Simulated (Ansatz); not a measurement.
Reaction (substitution at a C–C bond): `CC(O)(F)C=N` + CH₃NH₂ → `CNC=N` + `CC(O)F`

Gas-phase electronic energies from Ansatz, PBE0-D4/def2-TZVP geometries. CCSD(T)/CBS is the MP2 limit (def2-TZVPP, def2-QZVPP) plus CCSD(T) − MP2 in def2-TZVPP, frozen cores. DFT in def2-TZVPP. One conformer a species, not always the lowest.

```
      species  r2SCAN-D4 energy (Eh)
`CC(O)(F)C=N`             -347.70576
       CH₃NH₂              -95.83595
      `CNC=N`             -189.27793
     `CC(O)F`             -254.27754
```

Problem. Work out ΔE.

Solution. ΔE = (-189.27793) + (-254.27754) − (-347.70576) − (-95.83595) = -0.01376 Eh = -36.1 kJ/mol. CCSD(T)/CBS gives -23.2 kJ/mol.

Largest T1 diagnostic among the species: 0.013.

In def2-TZVPP, CCSD(T) changes the Hartree–Fock value by +9.2 kJ/mol (the triples alone add +0.2 kJ/mol) and MP2 by +3.5 kJ/mol.
